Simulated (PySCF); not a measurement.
**Why did this PySCF run fail?**

```python
from pyscf import gto, dft

mol = gto.M(
    atom='B 0 0 0; Cl 0 0 1.687',
    basis='jorge-dzp',
    charge=0,
    spin=0,
    verbose=4,
)
mf = dft.RKS(mol, xc='blyp')
mf.diis = False
mf.kernel()
mf.dip_moment()
print('orbital energies (hartree):', mf.mo_energy[..., max(0, mol.nelec[1]-3):mol.nelec[0]+3].round(4))
```

```bash
$ OMP_NUM_THREADS=1 python input.py
```

The log, shortened:

```
[earlier lines left out]
init E= -485.070904417355
cycle= 1 E= -484.979462802682  delta_E= 0.0914  |g|= 0.189  |ddm|= 1.46
cycle= 2 E= -484.979929300603  delta_E= -0.000466  |g|= 0.119  |ddm|= 0.252
cycle= 3 E= -484.970945462083  delta_E= 0.00898  |g|= 0.213  |ddm|= 0.288
cycle= 4 E= -484.905599235241  delta_E= 0.0653  |g|= 0.517  |ddm|= 0.663
cycle= 5 E= -484.756010296724  delta_E= 0.15  |g|= 0.859  |ddm|= 1.55
cycle= 6 E= -482.351955057333  delta_E=  2.4  |g|= 2.79  |ddm|= 3.15
cycle= 7 E= -480.325641688723  delta_E= 2.03  |g|= 3.27  |ddm|= 9.09
cycle= 8 E= -471.823894774309  delta_E=  8.5  |g|= 4.17  |ddm|= 12.6

cycle= 9 E= -476.595204948055  delta_E= -4.77  |g|= 4.67  |ddm|= 10.5
cycle= 10 E= -470.562714312403  delta_E= 6.03  |g|= 4.44  |ddm|= 10.5

[30 cycles left out]
cycle= 41 E= -476.389956891796  delta_E= -5.92  |g|= 4.91  |ddm|= 10.5
cycle= 42 E= -470.468916530985  delta_E= 5.92  |g|= 4.52  |ddm|= 10.5

cycle= 43 E= -476.389956891796  delta_E= -5.92  |g|= 4.91  |ddm|= 10.5
cycle= 44 E= -470.468916530986  delta_E= 5.92  |g|= 4.52  |ddm|= 10.5

cycle= 45 E= -476.389956891795  delta_E= -5.92  |g|= 4.91  |ddm|= 10.5
cycle= 46 E= -470.468916530985  delta_E= 5.92  |g|= 4.52  |ddm|= 10.5

cycle= 47 E= -476.389956891796  delta_E= -5.92  |g|= 4.91  |ddm|= 10.5
cycle= 48 E= -470.468916530985  delta_E= 5.92  |g|= 4.52  |ddm|= 10.5

cycle= 49 E= -476.389956891796  delta_E= -5.92  |g|= 4.91  |ddm|= 10.5
cycle= 50 E= -470.468916530985  delta_E= 5.92  |g|= 4.52  |ddm|= 10.5
SCF not converged.
SCF energy = -470.468916530985
Dipole moment(X, Y, Z, Debye):  0.00000,  0.00000, 70.08691
orbital energies (hartree): [-0.6996 -0.679  -0.1231 -0.0171 -0.0171  0.1108]
```

Problem. Which setting is at fault, why, and what does a mended input give?

Solution. The DIIS space (off): without DIIS the plain iteration does not settle within the cycle limit. With this edit
```diff
- mf.diis = False
```
the run finishes: E(SCF) = -484.983622 Eh, 8 cycles, μz(SCF) = 1.87 D.

Stability towards an unrestricted solution was not tested. The bond length is a typed value, not an optimised one.
